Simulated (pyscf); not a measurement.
Thermochemistry of product channels of F–BH–F (SMILES FBF) + H• (SMILES [H]) on the doublet surface, in kJ/mol, from ωB97M-D3(BJ)/def2-TZVP energies (ideal gas, 1 atm, RRHO with modes under 100 cm⁻¹ raised to 100, one conformer, R ln 2 for rigid chiral ones). Single points on ωB97X-D3(BJ)/def2-SVP structures (PySCF, gas phase).

```csv
products,ΔE,ΔH(298 K),ΔG(600 K),ΔG(900 K)
F• (SMILES [F]) + B–F (SMILES [B]F) [singlet] + H₂ (SMILES [H][H]),(withheld),+484.4,+409.1,(withheld)
HF (SMILES F) + [HB–F]• (SMILES [BH]F),+161.5,+169.8,+144.5,+132.9
[F–B–F]• (SMILES F[B]F) + H₂ (SMILES [H][H]),+26.9,+26.6,+15.4,+9.8
F• (SMILES [F]) + H₂B–F (SMILES BF),(withheld),+283.2,+275.1,+272.3
```

Problem. What belongs in the gaps?

Solution. 
- F• (SMILES [F]) + B–F (SMILES [B]F) [singlet] + H₂ (SMILES [H][H]), ΔE: +490.6
- F• (SMILES [F]) + B–F (SMILES [B]F) [singlet] + H₂ (SMILES [H][H]), ΔG(900 K): +370.1
- F• (SMILES [F]) + H₂B–F (SMILES BF), ΔE: +271.7

These are energies of the channels, which say nothing of barriers. Left out: orbital degeneracy and the spin-orbit lowering of F.
